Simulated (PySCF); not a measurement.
Numbering as in the mapped SMILES `[CH3:1][C:2](=[O:3])[CH:4]([CH3:5])[CH3:6]` (H(Xn): hydrogen on atom n).

Geometry: PBE0-D3(BJ)/def2-SVP; GIAO absolute shieldings from PySCF 2.14, gas phase, non-relativistic, averaged over equivalent atoms.

At PBE0/pcSseg-1 (152 basis functions, 17 s wall time on 1 thread of an Arm Neoverse V2, shared host):
```json
{"atoms": "C2", "σ (ppm)": "-29.2"}
{"atoms": "C4", "σ (ppm)": "140.0"}
{"atoms": "C1", "σ (ppm)": "155.5"}
{"atoms": "C5/C6", "σ (ppm)": "165.2"}
{"atoms": "O3", "σ (ppm)": "-343.9"}
{"atoms": "H(C1)", "σ (ppm)": "29.17"}
{"atoms": "H(C4)", "σ (ppm)": "29.22"}
{"atoms": "H(C5)/H(C6)", "σ (ppm)": "30.23"}
```

Task: Estimate the result of repeating the calculation with mPW1PW91/pcSseg-2.

Result: 
```json
{"atoms": "C2", "σ at mPW1PW91/pcSseg-2": "-38.1", "change": "-8.9"}
{"atoms": "C4", "σ at mPW1PW91/pcSseg-2": "136.2", "change": "-3.8"}
{"atoms": "C1", "σ at mPW1PW91/pcSseg-2": "154.4", "change": "-1.1"}
{"atoms": "C5/C6", "σ at mPW1PW91/pcSseg-2": "163.7", "change": "-1.5"}
{"atoms": "O3", "σ at mPW1PW91/pcSseg-2": "-334.4", "change": "+9.5"}
{"atoms": "H(C1)", "σ at mPW1PW91/pcSseg-2": "29.21", "change": "+0.04"}
{"atoms": "H(C4)", "σ at mPW1PW91/pcSseg-2": "28.94", "change": "-0.28"}
{"atoms": "H(C5)/H(C6)", "σ at mPW1PW91/pcSseg-2": "30.23", "change": "+0.00"}
```

The largest change is at O3 (ketone oxygen). Cost: 356 basis functions, 50 s wall time on 1 thread of an Arm Neoverse V2, shared host. The order of the carbon signals is the same at both levels.
